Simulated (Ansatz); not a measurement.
**AlSiH (triplet): the correlation ladder at scale of all distances = 2.019, 6-31G**

How much of the correlation energy of AlSiH (triplet) does each wave-function method recover here?

The runs use Ansatz 0.2.0, Gaussian basis; 6-31G, core rule «outside noble gas», up to 10 orbitals frozen.

Plan: UHF; CCSD(T) on ROHF; CCSD(T) on UHF; BCCD(T) on ROHF; CISD; CCSDT(Q) on ROHF; CCSDT(Q) on UHF; CISDTQ; CCSDTQ on ROHF; CCSDTQ on UHF; CASSCF and MRCISD+Q, 4 electrons in 4 orbitals; CASSCF and NEVPT2, 4 electrons in 4 orbitals; CASSCF and MRCISD+Q, 8 electrons in 9 orbitals; CASSCF and NEVPT2, 8 electrons in 9 orbitals; Full CI.

9 further runs of the same task are left out: 2 for a mislabelled method, 5 that didn't finish, 2 set aside as unsound or not needed.

## Step 1: The system

The geometry derives from a PBE0/def2-TZVP stationary point (not a proven minimum). All distances are scaled together.

3 atoms, charge 0, spin multiplicity 3.

Atoms are counted from 1 here; the program's logs count them from 0.

No contacts short enough for the rule that draws bonds.

As a file:

```csv
atom,x (Å),y (Å),z (Å)
Si1,0.00000,0.00000,4.21688
Al2,0.00000,0.00000,-0.49439
H3,0.00000,0.00000,-3.72250
```

## Step 2: UHF

File in.yaml:

```yaml
crystal:
  periodic: [false, false, false]
  atoms:
    - {symbol: Si, position_ang: [0.000000, 0.000000, 4.216883]}
    - {symbol: Al, position_ang: [0.000000, 0.000000, -0.494386]}
    - {symbol: H, position_ang: [0.000000, 0.000000, -3.722497]}
basis:
  gaussian: {orbitals: 6-31G}
magnetization: {spin_polarized: true, initial_magnetization: 2}
hamiltonian: {xc: hf}
output: {orbitals: {seedname: orbitals}}
```

Command:

```console
$ ansatz run in.yaml --threads 1 --pin off --events-out ev --progress --plain --max-ram 2393MiB
```

Further steps of the session: CCSD(T) on ROHF; CCSD(T) on UHF; BCCD(T) on ROHF; CISD; CCSDT(Q) on ROHF; CCSDT(Q) on UHF; CISDTQ; CCSDTQ on ROHF; CCSDTQ on UHF; CASSCF and MRCISD+Q, 4 electrons in 4 orbitals; CASSCF and NEVPT2, 4 electrons in 4 orbitals; CASSCF and MRCISD+Q, 8 electrons in 9 orbitals; CASSCF and NEVPT2, 8 electrons in 9 orbitals; Full CI.

**Question.** What will the summary of the whole plan be? Wanted: FCI below the RHF energy; RMP2 from FCI; UMP2 from FCI; RCCSD from FCI; RCCSD(T) from FCI; UCCSD(T) from FCI; RCCSDT(Q) from FCI; UCCSDT(Q) from FCI; NEVPT2 pair from FCI.

As calculated:

```
                         quantity                                                                                                                          value
         FCI below the RHF energy                                                                                                                     -2.9554 eV
                    RMP2 from FCI                                                                                                                  +128.7 kJ/mol
                    UMP2 from FCI                                                                                                                   +89.7 kJ/mol
                   RCCSD from FCI                                                                                                                    +6.2 kJ/mol
                RCCSD(T) from FCI                                                                                                                    +1.6 kJ/mol
                UCCSD(T) from FCI                                                                                                                    +2.7 kJ/mol
               RCCSDT(Q) from FCI                                                                                                                    +0.2 kJ/mol
               UCCSDT(Q) from FCI                                                                                                                    +0.1 kJ/mol
             NEVPT2 pair from FCI                                                                                                                   +60.6 kJ/mol
          NEVPT2 valence from FCI                                                                                                                   +19.8 kJ/mol
        MRCISD+Q valence from FCI                                                                                                                    +1.3 kJ/mol
levels within 1 kcal/mol (43 meV)  RCCSD(T), UCCSD(T), BCCD(T), RCCSDT, UCCSDT, CISDTQ, RCCSDT(Q), UCCSDT(Q), RCCSDTQ, UCCSDTQ, MRCISD valence, MRCISD+Q valence
                    T1 diagnostic                                                                                                                          0.061
   effectively unpaired electrons                                                                                                                           2.74
```

RCCSD(T) misses by +1.6 kJ/mol, 0.6 % of the correlation energy. The occupations show some static correlation. Of the multireference levels listed MRCISD+Q valence comes nearest in total energy (+1.3 kJ/mol), which doesn't show that its space is the better one. These misses are within one basis, not against nature; the frozen cores of restricted and unrestricted runs differ, which can shift their rows.
